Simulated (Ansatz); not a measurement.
SiNH6F, singlet: a trajectory.

The input file, in.yaml:

```yaml
crystal:
  periodic: [false, false, false]
  atoms:
    - {symbol: Si, position_ang: [-0.275441, -0.426071, 0.170516]}
    - {symbol: H, position_ang: [1.233895, -1.150207, 0.442587]}
    - {symbol: H, position_ang: [-0.584316, -1.597416, -0.707424]}
    - {symbol: H, position_ang: [-1.087130, -0.624337, 1.387597]}
    - {symbol: N, position_ang: [-0.467760, 0.850863, -0.917248]}
    - {symbol: H, position_ang: [1.345259, -0.310487, 0.924172]}
    - {symbol: F, position_ang: [0.880928, 0.750942, 1.253740]}
    - {symbol: H, position_ang: [-0.808148, 0.702040, -1.850008]}
    - {symbol: H, position_ang: [-0.237187, 1.804773, -0.703932]}
basis:
  gaussian: {orbitals: def2-SVP}
hamiltonian: {xc: pbe0, dispersion: d4}
md: {n_steps: 40, timestep: 0.75, temperature: 1500, ensemble: nvt_langevin, seed: 115, friction: 0.01, initial_velocities: maxwell_boltzmann}
```

Run by:

```bash
ansatz run in.yaml --threads 2 --pin off --events-out ev --progress --plain --max-ram 4352MiB
```

What Ansatz 0.2.0 printed:

```
Functional definition: PBE0
  name "PBE0"
  cite "Adamo & Barone, J. Chem. Phys. 110, 6158 (1999) doi:10.1063/1.478522"
  cite "Perdew, Burke & Ernzerhof, Phys. Rev. Lett. 77, 3865 (1996) doi:10.1103/PhysRevLett.77.3865"
  parent pbe
  parameter a = 0.25
  parameter kappa = 0.804
  parameter beta = 0.06672455060314922
  exchange = (1 - a)*pbe_x(kappa = kappa, mu = beta*pi^2/3) + a*exact_x
  correlation = pbe_c(beta = beta)
805 factors; integrals over basis functions are off by at most 3.5e-4 eV
mean field evaluation 1: about -12162.6560 eV, gradient 5.3e1 eV
mean field evaluation 2: about -12155.5128 eV, gradient 7.7e1 eV
mean field evaluation 4: about -12167.9215 eV, gradient 2.1e0 eV
mean field evaluation 8: about -12167.9357 eV, gradient 2.2e-2 eV
mean field -12167.93568048 eV, -447.1633885346 hartree, gradient 1.8e-5 eV, S^2 0.000000; 0 other end points of the search recorded, 0 dependent functions left out
the calculation of the forces begins
reference -12167.93570382 eV, -447.1633893923 hartree; 18, 18 occupied and 58, 58 virtual orbitals, 805 factors
md step     0: t =     0.00 fs  T =  1333.3 K  F+E_penalty+E_count = -12168.04111763 eV  E_kin = 1.551120 eV  (23 SCF iters)
md step     1: t =     0.75 fs  T =  1327.3 K  F+E_penalty+E_count = -12168.00093343 eV  E_kin = 1.544053 eV  (26 SCF iters, 3 dispersion substeps)
md step     2: t =     1.50 fs  T =  1316.3 K  F+E_penalty+E_count = -12167.89385428 eV  E_kin = 1.531248 eV  (27 SCF iters, 3 dispersion substeps)
md step     3: t =     2.25 fs  T =  1334.4 K  F+E_penalty+E_count = -12167.75782774 eV  E_kin = 1.552317 eV  (26 SCF iters, 3 dispersion substeps)
md step     4: t =     3.00 fs  T =  1141.7 K  F+E_penalty+E_count = -12167.60115389 eV  E_kin = 1.328213 eV  (27 SCF iters, 3 dispersion substeps)
md step     5: t =     3.75 fs  T =  1076.2 K  F+E_penalty+E_count = -12167.43579284 eV  E_kin = 1.251949 eV  (27 SCF iters, 3 dispersion substeps)
md step     6: t =     4.50 fs  T =   985.6 K  F+E_penalty+E_count = -12167.29088656 eV  E_kin = 1.146636 eV  (27 SCF iters, 3 dispersion substeps)
md step     7: t =     5.25 fs  T =   993.1 K  F+E_penalty+E_count = -12167.19484557 eV  E_kin = 1.155279 eV  (27 SCF iters, 3 dispersion substeps)
md step     8: t =     6.00 fs  T =  1040.9 K  F+E_penalty+E_count = -12167.14971952 eV  E_kin = 1.210877 eV  (27 SCF iters, 3 dispersion substeps)
md step     9: t =     6.75 fs  T =  1085.7 K  F+E_penalty+E_count = -12167.14937668 eV  E_kin = 1.263094 eV  (27 SCF iters, 3 dispersion substeps)
md step    10: t =     7.50 fs  T =  1148.0 K  F+E_penalty+E_count = -12167.20623575 eV  E_kin = 1.335534 eV  (27 SCF iters, 3 dispersion substeps)
md step    11: t =     8.25 fs  T =  1349.0 K  F+E_penalty+E_count = -12167.29487554 eV  E_kin = 1.569361 eV  (27 SCF iters, 3 dispersion substeps)
md step    12: t =     9.00 fs  T =  1377.9 K  F+E_penalty+E_count = -12167.34051046 eV  E_kin = 1.603022 eV  (27 SCF iters, 3 dispersion substeps)
md step    13: t =     9.75 fs  T =  1333.6 K  F+E_penalty+E_count = -12167.30123045 eV  E_kin = 1.551394 eV  (28 SCF iters, 3 dispersion substeps)
md step    14: t =    10.50 fs  T =  1228.3 K  F+E_penalty+E_count = -12167.20941063 eV  E_kin = 1.428923 eV  (28 SCF iters, 3 dispersion substeps)
md step    15: t =    11.25 fs  T =  1238.5 K  F+E_penalty+E_count = -12167.16353778 eV  E_kin = 1.440802 eV  (26 SCF iters, 3 dispersion substeps)
md step    16: t =    12.00 fs  T =  1422.6 K  F+E_penalty+E_count = -12167.23401563 eV  E_kin = 1.655018 eV  (27 SCF iters, 3 dispersion substeps)
md step    17: t =    12.75 fs  T =  1498.7 K  F+E_penalty+E_count = -12167.39051397 eV  E_kin = 1.743466 eV  (24 SCF iters, 3 dispersion substeps)
md step    18: t =    13.50 fs  T =  1510.7 K  F+E_penalty+E_count = -12167.56212567 eV  E_kin = 1.757456 eV  (27 SCF iters, 3 dispersion substeps)
md step    19: t =    14.25 fs  T =  1614.8 K  F+E_penalty+E_count = -12167.70132775 eV  E_kin = 1.878594 eV  (26 SCF iters, 3 dispersion substeps)
md step    20: t =    15.00 fs  T =  1622.9 K  F+E_penalty+E_count = -12167.76671228 eV  E_kin = 1.887958 eV  (26 SCF iters, 3 dispersion substeps)
md step    21: t =    15.75 fs  T =  1599.9 K  F+E_penalty+E_count = -12167.68140778 eV  E_kin = 1.861189 eV  (27 SCF iters, 3 dispersion substeps)
md step    22: t =    16.50 fs  T =  1476.7 K  F+E_penalty+E_count = -12167.47051174 eV  E_kin = 1.717860 eV  (24 SCF iters, 3 dispersion substeps)
md step    23: t =    17.25 fs  T =  1483.8 K  F+E_penalty+E_count = -12167.41821565 eV  E_kin = 1.726178 eV  (23 SCF iters, 3 dispersion substeps)
md step    24: t =    18.00 fs  T =  1601.6 K  F+E_penalty+E_count = -12167.59787262 eV  E_kin = 1.863179 eV  (24 SCF iters, 3 dispersion substeps)
md step    25: t =    18.75 fs  T =  1817.2 K  F+E_penalty+E_count = -12167.66730338 eV  E_kin = 2.114053 eV  (24 SCF iters, 3 dispersion substeps)
md step    26: t =    19.50 fs  T =  1578.6 K  F+E_penalty+E_count = -12167.53595438 eV  E_kin = 1.836404 eV  (24 SCF iters, 3 dispersion substeps)
md step    27: t =    20.25 fs  T =  1500.8 K  F+E_penalty+E_count = -12167.34780373 eV  E_kin = 1.745987 eV  (24 SCF iters, 3 dispersion substeps)
md step    28: t =    21.00 fs  T =  1364.4 K  F+E_penalty+E_count = -12167.22375156 eV  E_kin = 1.587299 eV  (23 SCF iters, 3 dispersion substeps)
md step    29: t =    21.75 fs  T =  1267.7 K  F+E_penalty+E_count = -12167.23516585 eV  E_kin = 1.474787 eV  (23 SCF iters, 3 dispersion substeps)
md step    30: t =    22.50 fs  T =  1409.8 K  F+E_penalty+E_count = -12167.37663014 eV  E_kin = 1.640051 eV  (23 SCF iters, 3 dispersion substeps)
md step    31: t =    23.25 fs  T =  1580.4 K  F+E_penalty+E_count = -12167.58991128 eV  E_kin = 1.838581 eV  (23 SCF iters, 3 dispersion substeps)
md step    32: t =    24.00 fs  T =  1746.6 K  F+E_penalty+E_count = -12167.77703926 eV  E_kin = 2.031839 eV  (25 SCF iters, 3 dispersion substeps)
md step    33: t =    24.75 fs  T =  1963.1 K  F+E_penalty+E_count = -12167.81180584 eV  E_kin = 2.283796 eV  (25 SCF iters, 3 dispersion substeps)
md step    34: t =    25.50 fs  T =  1903.3 K  F+E_penalty+E_count = -12167.69043256 eV  E_kin = 2.214166 eV  (25 SCF iters, 3 dispersion substeps)
md step    35: t =    26.25 fs  T =  1851.6 K  F+E_penalty+E_count = -12167.71755112 eV  E_kin = 2.154021 eV  (23 SCF iters, 3 dispersion substeps)
md step    36: t =    27.00 fs  T =  1825.0 K  F+E_penalty+E_count = -12167.96175248 eV  E_kin = 2.123100 eV  (23 SCF iters, 3 dispersion substeps)
md step    37: t =    27.75 fs  T =  1848.8 K  F+E_penalty+E_count = -12168.07028081 eV  E_kin = 2.150829 eV  (25 SCF iters, 3 dispersion substeps)
md step    38: t =    28.50 fs  T =  1741.0 K  F+E_penalty+E_count = -12167.98952965 eV  E_kin = 2.025411 eV  (24 SCF iters, 3 dispersion substeps)
md step    39: t =    29.25 fs  T =  1597.1 K  F+E_penalty+E_count = -12167.85890551 eV  E_kin = 1.857984 eV  (24 SCF iters, 3 dispersion substeps)
md step    40: t =    30.00 fs  T =  1535.7 K  F+E_penalty+E_count = -12167.81480501 eV  E_kin = 1.786594 eV  (23 SCF iters, 3 dispersion substeps)
Total energy: -12167.81483019 eV, -447.1589473683 hartree
Atom 0 at    -0.272606    -0.605586     0.189007 Å, force    -0.694762     0.712874    -2.643453 eV/Å
Atom 1 at     1.226669    -0.574784     0.056000 Å, force    -0.387758    -0.576254    -0.325841 eV/Å
Atom 2 at    -0.769294    -1.699024    -0.817408 Å, force     0.149776     0.222300     1.136646 eV/Å
Atom 3 at    -0.603367    -0.767034     1.616962 Å, force    -0.310521    -0.317691     0.140283 eV/Å
Atom 4 at    -1.029104     0.907220    -0.550280 Å, force     3.295550     0.340338     0.355228 eV/Å
Atom 5 at     1.654941     0.732708     2.167811 Å, force    -2.263149     1.508296    -3.908502 eV/Å
Atom 6 at     1.162862     1.071983     1.308078 Å, force     2.452807    -0.559297     4.492040 eV/Å
Atom 7 at    -1.589315     0.806227    -1.369058 Å, force    -1.012747    -0.836462    -0.536589 eV/Å
Atom 8 at    -0.200973     1.405851    -1.014677 Å, force    -1.229197    -0.494104     1.290187 eV/Å
Dipole moment:     0.421625    -0.024783     0.255371 e Å

[the SCF lines of later steps are left out]
```

Hardware: 2 CPU threads of an Arm Neoverse V1, shared host. Wall time about 51 s.
